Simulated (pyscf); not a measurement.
One concerted two-bond exchange on the singlet surface with elements of a group swapped. CCSD(T)/def2-TZVPP + ΔMP2(QZVPP), kcal/mol, from the separated reactants. Single points on ωB97X-D3(BJ)/def2-SVP structures (PySCF, gas phase). Correlated levels are frozen-core, on RHF or UHF. ΔMP2 is the change of the MP2 total energy from the triple- to the quadruple-zeta basis.

```json
[
 {"step": "HC≡C–CH₃ + HF → H₂C=C=CH₂ + HF", "barrier": "50.5", "reaction energy": "+1.3", "imaginary mode (i cm⁻¹)": "2096"},
 {"step": "HC≡C–CH₃ + HBr -> H₂C=C=CH₂ + HBr", "barrier": "30.0", "reaction energy": "+1.3", "imaginary mode (i cm⁻¹)": "861"}
]
```

Row 1: On the reactant side the descent ends in a complex, 6.5 kcal/mol under the separated species and 52.3 kcal/mol under the saddle at ωB97X-D3(BJ)/def2-TZVP. On the product side the descent ends in a complex, 5.1 kcal/mol under the separated species and 51.1 kcal/mol under the saddle at ωB97X-D3(BJ)/def2-TZVP. Row 2: On the reactant side the descent ends in a complex, 4.3 kcal/mol under the separated species and 32.0 kcal/mol under the saddle at ωB97X-D3(BJ)/def2-TZVP. Each row is the saddle that its search found. The CCSD(T) − MP2 part came from Ansatz, without density fitting, on the same reference. The frozen core leaves the outer d or s,p core shells of the metals and heavy elements correlated in the MP2 and CC values, and def2-TZVPP describes them poorly, which can shift differences by a few kcal/mol. Elements up to Kr have no core potential and no relativistic terms here.
